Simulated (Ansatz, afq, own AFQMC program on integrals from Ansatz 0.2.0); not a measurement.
Integrals from Ansatz 0.2.0, then the random walk in our own AFQMC program (afq).

```yaml
crystal:
  periodic: [false, false, false]
  atoms:
    - {symbol: O, position_ang: [0.000000, 0.000000, 0.000000]}
basis:
  gaussian: {orbitals: cc-pVQZ}
magnetization: {spin_polarized: true, initial_magnetization: 2}
correlation: {method: ccsd_t, electrons: outside_noble_gas, hamiltonian_folder: ham}
```

```sh
$ ansatz run in.yaml --threads 1 --pin off --events-out ev --progress --plain --max-ram 24576MiB --backend cuda --devices 0, --max-vram 18GiB
```

Options of the walk:

```
--method free --trial cisd --walkers 4000 --time-step 0.03 --max-blocks 4000 --target-error 0.00018 --factor-cut 1e-05 --seed 8235 --times 0,0.3,0.6,1.2,1.8,2.4,3.6,4.8,6 --taylor-order 8
```

Times are imaginary, in 1/Eh. The walk had a cap of 85 s.

Log:

```
orbitals 54  electrons 4 2  factors 338 of 338
reference energy -74.81729470 Eh
CCSD correlation -0.17258343 Eh in 9 cycles, weight of the determinant in the CISD state 0.9624
repeat  energy at the last time / Eh  error
    10  -74.994225  0.000168
    20  -74.994128  0.000094
    30  -74.994142  0.000070
time / (1/Eh)  energy / Eh  error  mean overlap
  0.00  -74.989881  0.000005  1.0390
  0.30  -74.993368  0.000018  1.0322
  0.60  -74.993801  0.000018  1.0265
  1.20  -74.993924  0.000021  1.0182
  1.80  -74.993972  0.000028  1.0080
  2.40  -74.993927  0.000029  1.0039
  3.60  -74.994048  0.000040  0.9817
  4.80  -74.993884  0.000056  0.9739
  6.00  -74.994137  0.000068  0.9474
energy -74.994137 +/- 0.000068 Eh
```

The run passed its tests (error under three times the target), which doesn't prove that it has relaxed.

Against this walk (error 1.8 meV) on the same determinant: CCSD(T) 15.5 meV higher, CCSDT(Q) 4.9 meV higher. The error is statistical, and a free projection of finite length keeps a remainder of its start. The last points scatter (meV from the last: 4.5 ± 0.8 at 1.80, 5.7 ± 0.8 at 2.40, 2.4 ± 1.1 at 3.60, 6.9 ± 1.5 at 4.80, 0.0 ± 1.8 at 6.00); the last is the one printed as the energy, and the gaps above move with that scatter.

Cautions: remainder of the start not in the error.

The walk took 66 s on 1 × NVIDIA H100 80GB HBM3 with 2 threads of AMD EPYC 7R13 Processor (Zen 3), with other jobs on the host (the card was shared). The log's last line is the free-projection energy.

CCSDT and higher add their correlation energy to the determinant of the CCSD(T) run, since their own runs factorise the integrals more tightly (a shift of under 2 meV). A walk keeps the symmetry of its determinant, which the program's search chose and which needn't be the lowest solution, so a lower state of the same spin and another symmetry isn't excluded.
